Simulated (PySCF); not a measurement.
Molecule (SMILES): [C-]#[NH+] (C-NH).
Geometry (B3LYP-D3(BJ)/def2-TZVP, fixed):
```xyz
3

C      0.0000     0.0000    -0.7364
N      0.0000     0.0000     0.4276
H      0.0000     0.0000     1.4250
```
Charge 0, spin multiplicity 1.

How fast the isotropic shielding of C1 converges with the basis for several methods (PySCF): deviation from each method's own reference, in ppm. References: HF 1.28 ppm, the value in pcSseg-3; PBE 5.14 ppm, the value in pcSseg-3; PBE0 2.64 ppm, the value in pcSseg-3. All functions are spherical. No added dispersion term, no relativity. GIAO; atoms are numbered in the order shown.

```csv
basis,functions,HF,PBE,PBE0
6-31G*,30,(withheld),35.01,33.33
cc-pVDZ,33,(withheld),28.84,27.31
6-31G**,33,(withheld),33.59,31.93
6-31+G*,38,(withheld),38.32,36.25
pcSseg-1,39,(withheld),2.38,2.18
def2-SVPD,48,(withheld),23.36,21.54
aug-cc-pVDZ,55,(withheld),26.32,24.64
aug-pcseg-1,55,(withheld),21.44,19.56
"6-311++G(2d,2p)",64,(withheld),10.77,9.75
pcSseg-2,86,(withheld),0.11,0.40
"6-311++G(3df,3pd)",96,(withheld),11.20,10.23
aug-cc-pVTZ,115,(withheld),11.93,10.86
```

Task: Some entries are withheld; supply them.

Result: 
- 6-31G*, HF: 28.22
- cc-pVDZ, HF: 22.85
- 6-31G**, HF: 26.95
- 6-31+G*, HF: 30.53
- pcSseg-1, HF: -0.34
- def2-SVPD, HF: 16.89
- aug-cc-pVDZ, HF: 19.85
- aug-pcseg-1, HF: 14.21
- 6-311++G(2d,2p), HF: 5.70
- pcSseg-2, HF: 1.04
- 6-311++G(3df,3pd), HF: 6.60
- aug-cc-pVTZ, HF: 7.12

Mean absolute deviation over 6-311++G(2d,2p), pcSseg-2, 6-311++G(3df,3pd), aug-cc-pVTZ: HF 5.11, PBE0 7.81, PBE 8.50 ppm.
